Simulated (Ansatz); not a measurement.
Saddle point of H3SO, doublet (H₂O + HS → H₂S + OH; bonds formed: H1–S3; bonds broken: H1–O2), PBE0-D4/def2-TZVP structure:

| atom | x (Å) | y (Å) | z (Å) |
| --- | --- | --- | --- |
| H1 | 0.0353 | -0.4266 | 0.6568 |
| O2 | 0.0486 | -1.0066 | -0.8703 |
| S3 | -0.2349 | 0.8875 | 0.9686 |
| H4 | -0.8034 | -0.7508 | -1.2573 |
| H5 | 0.9545 | 1.2966 | 0.5020 |

Energies are electronic, without zero-point energy. Barriers and step energies count from the start structure reached by relaxing down the imaginary mode; all methods use the PBE0-D4 structures, on which another method's saddle can fall below an end. Program: Ansatz 0.2.0. Basis: def2-TZVPP, with def2-QZVPP for the basis limit. Cores are frozen in the correlated methods; orbitals are unrestricted. B3LYP uses VWN-RPA correlation. Extrapolation: Hartree–Fock as exp(−7.88 √X), correlation as X^−2.97.

```csv
method,barrier (kcal/mol),step energy (kcal/mol)
SPW92,22.02,21.83
PBE-D4,22.92,21.79
BLYP-D4,23.13,21.57
r2SCAN-D4,24.73,22.96
B97M-V,25.36,23.26
PBE0-D4,26.77,24.45
B3LYP-D4,26.61,24.02
r2SCAN0-D4,?,24.93
BHLYP-D4,28.80,26.14
CAM-B3LYP-D4,?,26.23
wB97X-V,29.03,25.94
wB97M-V,29.52,26.41
B2PLYP,30.15,27.37
PBE-QIDH,31.01,28.75
RPA on PBE,26.97,24.73
HF,?,26.53
MP2,36.83,35.07
CCSD,31.83,29.72
CCSD(T),31.15,29.21
```

Question: Fill in the withheld barriers. (An estimate is asked for; the value comes from the calculation.)

Answer: By the calculation: CAM-B3LYP-D4 29.10; HF 28.13; r2SCAN0-D4 27.17 kcal/mol. Each is the energy of the saddle less that of the start structure, by the same method.

For comparison, the barrier by CCSD(T) at an estimated basis limit (MP2 extrapolated from triple and quadruple zeta, plus CCSD(T) − MP2 in triple zeta) is 31.82 kcal/mol.

The T1 diagnostic stays at or below 0.028. ⟨S²⟩ of the unrestricted Hartree–Fock references: 0.76 to 0.77 (a pure state has 0.75).

For scale, one of the runs: CCSD(T)/def2-TZVPP, 115 basis functions, launched by `ansatz run in.yaml --threads 2 --pin off --events-out ev --progress --plain --max-ram 4352MiB`. The run took 20 s on 2 CPU threads (shared host), with 0.92 GiB of host memory at its peak.
